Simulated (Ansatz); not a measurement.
A made-up structure of B$_{2}$NH$_{4}$, doublet:

```xyz
7
angstrom
B -0.8206 0.2829 -0.8136
B 0.0598 -0.0207 0.0593
N 0.8205 -0.2829 0.8135
H -1.7797 -0.4702 -0.8263
H -0.5390 1.2696 -1.4726
H 0.7064 0.1383 1.7299
H 1.5525 -0.9171 0.5098
```

It is relaxed with PBE-D4/def2-SVP and then PBE0-D4/def2-TZVP (Ansatz 0.2.0). Atoms count as bonded within 1.22 times the sum of their covalent radii (H–H: 0.88 Å). The end point is not checked to be a true minimum.

(1) Does its bonding change? (Judge from chemistry; the calculation decides.)

## Answers

(1) Computed: No: no bond forms or breaks.

Where it ends: The first stage lowers the energy by 5.42 eV in 6 steps. It ends as B₂NH₄ ([BH2][B][NH2]):
```xyz
7
angstrom
B -1.0131 0.3493 -1.0044
B 0.0738 -0.0255 0.0732
N 1.0130 -0.3493 1.0044
H -2.0056 -0.3121 -1.1201
H -0.8569 1.2991 -1.7181
H 1.0029 0.0081 1.9474
H 1.7859 -0.9696 0.8177
```

Labels in which every atom is bracketed show which atoms are joined, not bond orders.

For scale, one of the runs: PBE0-D4/def2-TZVP relaxation, 117 basis functions, launched by `ansatz run in.yaml --threads 2 --pin off --events-out ev --progress --plain --max-ram 4352MiB`. Hardware: 2 CPU threads of an Arm Neoverse V1, shared host. Wall time about 12 s.
